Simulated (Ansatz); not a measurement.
C3H4F2 can be A, `C=CC(F)F`, or B, `F[C@H]1C[C@@H]1F`.

Isolated molecules relaxed with PBE0-D4/def2-TZVP in Ansatz; ΔE leaves out vibrations. CCSD(T)/CBS adds triple-zeta CCSD(T) − MP2 to the extrapolated MP2 energy (def2 sets, frozen cores). This one scheme is used for every species. DFT in def2-TZVPP. B3LYP here is the variant with VWN-RPA as its local correlation; programs differ in this. Each species was taken in one conformer, which may not be the lowest.

Q: Which isomer does CCSD(T)/CBS put lower? Give the gap. (Best estimate.)

A: The calculation gave: A, by 18.2 kcal/mol.

Q: Give E(B) − E(A) in kcal/mol with PBE0-D4, BLYP-D4, CCSD(T)/def2-TZVPP, B3LYP, LDA (SPW92), B3LYP-D4, MP2/def2-TZVPP. (Estimate.)

A: The calculation gave: PBE0-D4 13.1, BLYP-D4 19.3, CCSD(T)/def2-TZVPP 18.2, B3LYP 17.9, LDA (SPW92) 10.8, B3LYP-D4 18.1, MP2/def2-TZVPP 16.4. None reverses the order clearly.

Q: Does the order hold for the free energy at 298.15 K (harmonic terms from PBE0-D4)? (An estimate is asked.)

A: Ansatz gave: Yes: G(B) − G(A) = +19.2 kcal/mol, for one conformer each.

Largest T1 diagnostic: 0.012.

In def2-TZVPP, CCSD(T) changes the Hartree–Fock value by −2.3 kcal/mol (the triples alone add +0.4 kcal/mol) and MP2 by −4.0 kcal/mol. From r2SCAN to r2SCAN0 (25 % exact exchange), in def2-TZVPP and without D4, E(B) − E(A) moves by −1.0 kcal/mol.
